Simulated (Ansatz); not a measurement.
## Cohesive energy of some bcc solids

Method: r²SCAN in Ansatz (PAW). References are measured values corrected to a static lattice or taken at low temperature (these still hold zero-point motion). The table is a random draw of 6 from 11 solids with such references.

Values in eV/atom.

| solid | reference | r²SCAN | error (eV/atom) |
|---|---|---|---|
| antiferromagnetic bcc Cr | 4.15 | 3.49 | -0.66 |
| bcc V | 5.34 | 4.67 | -0.67 |
| bcc Li | 1.67 | 1.58 | -0.09 |
| bcc Nb | 7.6 (7.47–7.60) | 6.43 | -1.17 |
| bcc Rb | 0.86 | 0.75 | -0.11 |
| bcc Cs | 0.81 | 0.68 | -0.13 |

Over these 6 solids the mean error is -0.47 eV/atom, the mean absolute error 0.47 eV/atom (median 0.40 eV/atom), and the worst case bcc Nb at -1.17 eV/atom; the value is below the reference in 6 of 6 cases. Over all 11 the mean error is -0.34 eV/atom and the mean absolute error 0.42 eV/atom (median 0.13 eV/atom).

All these references are brought to a static lattice.

Spin–orbit coupling is left out, also for the solids with elements from indium on (bcc Cs); its size isn't shown.

Brackets give the range of our sources, which can hold other temperatures.

Differences are worked out from the printed values.

Free atoms are spin-polarised, in the lowest state found; at levels without +SOC their spin–orbit coupling is left out. Each level is taken at its own relaxed cell. Caveats: the commensurate order stands in for chromium's spin-density wave, and the size of the moments varies much between levels (antiferromagnetic bcc Cr). Ansatz's density-functional and Hartree–Fock values are scalar-relativistic unless marked +SOC, with PAW data made under PBE.

Ansatz's runs of these crystals have no spin polarisation, but for antiferromagnetic bcc Cr. A magnetic state wasn't tried for bcc V with meta-GGA or hybrid levels, which favour moments.

Density-functional runs with spin start from opposed moments for antiferromagnetic bcc Cr.

Not in this set, of the bcc solids with a reference value in our tables and a result at some level: 2 for spin–orbit terms of free atoms that are large (Br, In, Sn, Te, I, elements past barium) (bcc Ta, bcc W). These can be a level's worst cases. Values held back for tests aren't counted. Layered and molecular crystals are counted apart. The metals Ce to Yb are counted apart.

References as tabulated in Mejia-Rodriguez and Trickey (2018), arXiv:1807.09216; Jana et al. (2018), arXiv:1807.00350; Csonka et al. (2009), arXiv:0903.4037.

Ansatz is an electronic-structure program.
